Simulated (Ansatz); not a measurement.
# ClH5Si2: the cost of one run

Method: RKS B3LYP-D4/6-31G*, in Ansatz 0.2.0.

### Step 1. The system as given

Bond lengths: Si1–Cl2 2.130 Å, Si1–Si3 2.220 Å, Si3–H4 1.460 Å, Si3–H5 1.460 Å, Si3–H6 1.460 Å, Si1–H7 1.459 Å, Si1–H8 1.459 Å. Angles: Cl2–Si1–Si3 109.5°, Cl2–Si1–H7 109.5°, Cl2–Si1–H8 109.5°, Si3–Si1–H7 109.5°, Si3–Si1–H8 109.5°, H7–Si1–H8 109.5°, Si1–Si3–H4 109.5°, Si1–Si3–H5 109.5°, Si1–Si3–H6 109.5°, H4–Si3–H5 109.4°, H4–Si3–H6 109.4°, H5–Si3–H6 109.4°.

Structure file:

```xyz
8

Si    0.0000    0.0000    0.0000
Cl    0.0000    0.0000    2.1300
Si    2.0935    0.0000   -0.7393
H     2.5508   -1.3762   -0.9079
H     2.1573    0.6939   -2.0222
H     2.9510    0.6823    0.2255
H    -0.6877    1.1914   -0.4862
H    -0.6877   -1.1914   -0.4862
```

### Step 2. Relaxing the start

Input file input.yaml:

```yaml
crystal:
  periodic: [false, false, false]
  atoms:
    - { symbol: Si, position_ang: [0.0, 0.0, 0.0] }
    - { symbol: Cl, position_ang: [0.0, 0.0, 2.13] }
    - { symbol: Si, position_ang: [2.0935, 0.0, -0.7393] }
    - { symbol: H, position_ang: [2.5508, -1.3762, -0.9079] }
    - { symbol: H, position_ang: [2.1573, 0.6939, -2.0222] }
    - { symbol: H, position_ang: [2.951, 0.6823, 0.2255] }
    - { symbol: H, position_ang: [-0.6877, 1.1914, -0.4862] }
    - { symbol: H, position_ang: [-0.6877, -1.1914, -0.4862] }
basis:
  gaussian: { orbitals: "6-31G*" }
hamiltonian:
  xc: b3lyp
  dispersion: d4
relax:
  f_tol: 0.02
  max_steps: 40
```

Command:

```console
> ansatz run input.yaml --threads 1 --pin off --max-ram 2048MiB --backend cpu --events-out ev --progress --plain --runs-dir out
```

Q: Estimate wall time and peak memory on 1 thread of Arm Neoverse V2, shared host.

About 26 s, with a peak of 0.13 GiB.
